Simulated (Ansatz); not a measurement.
Input file:

```yaml
crystal:
  periodic: [false, false, false]
  atoms:
    - {symbol: Cl, position_ang: [0.000000, 0.000000, -1.568000]}
    - {symbol: H, position_ang: [0.000000, 0.000000, 0.172000]}
    - {symbol: N, position_ang: [0.000000, 0.000000, 1.396000]}
basis:
  gaussian: {orbitals: cc-pVDZ}
magnetization: {spin_polarized: false, initial_magnetization: 3}
correlation: {method: ccsdt_q, electrons: outside_noble_gas}
```

```sh
$ ansatz run in.yaml --threads 1 --pin off --events-out ev --progress --plain --max-ram 4096MiB --backend cpu
```

Log:

```
656 factors; integrals over basis functions are off by at most 1.9e-7 eV
mean field evaluation 1: about -13996.0567 eV, gradient 1.6e1 eV
mean field evaluation 2: about -13996.0649 eV, gradient 1.6e1 eV
mean field evaluation 4: about -13997.3788 eV, gradient 2.4e0 eV
mean field evaluation 8: about -13997.4367 eV, gradient 1.1e-1 eV
mean field evaluation 16: about -13997.4224 eV, gradient 5.0e-1 eV
mean field evaluation 32: about -13997.3957 eV, gradient 4.0e-1 eV
mean field evaluation 64: about -13997.4391 eV, gradient 1.1e-5 eV
mean field evaluation 96: about -13997.3978 eV, gradient 5.8e-1 eV
mean field evaluation 128: about -13996.8118 eV, gradient 1.2e-6 eV
mean field evaluation 160: about -13996.8117 eV, gradient 1.1e-1 eV
...
cycle  11  -7.97051460 eV  change    4.6e-5 eV  update   1.3e-4
cycle  12  -7.97055702 eV  change   -4.2e-5 eV  update   7.5e-5
cycle  13  -7.97062399 eV  change   -6.7e-5 eV  update   4.2e-5
cycle  14  -7.97066776 eV  change   -4.4e-5 eV  update   2.3e-5
cycle  15  -7.97068277 eV  change   -1.5e-5 eV  update   1.2e-5
cycle  16  -7.97068561 eV  change   -2.8e-6 eV  update   7.7e-6
cycle  17  -7.97068216 eV  change    3.4e-6 eV  update   3.3e-6
cycle  18  -7.97067912 eV  change    3.0e-6 eV  update   1.8e-6
cycle  19  -7.97067843 eV  change    6.8e-7 eV  update   9.7e-7
cycle  20  -7.97067768 eV  change    7.6e-7 eV  update   5.2e-7
perturbative correction -0.01433461 eV, -0.0005267873 hartree
WARN: these amplitudes may be one of several solutions (largest doubles amplitude 0.10, level shift 0.89 eV)
Total energy: -14005.42412117 eV, -514.6898432356 hartree
```

For the same geometry and basis UCCSDT(Q) lies 1.4 meV lower.

Ran on 1 thread of AMD EPYC 7R13, shared host: 16 s wall, 0.31 GiB peak host memory.
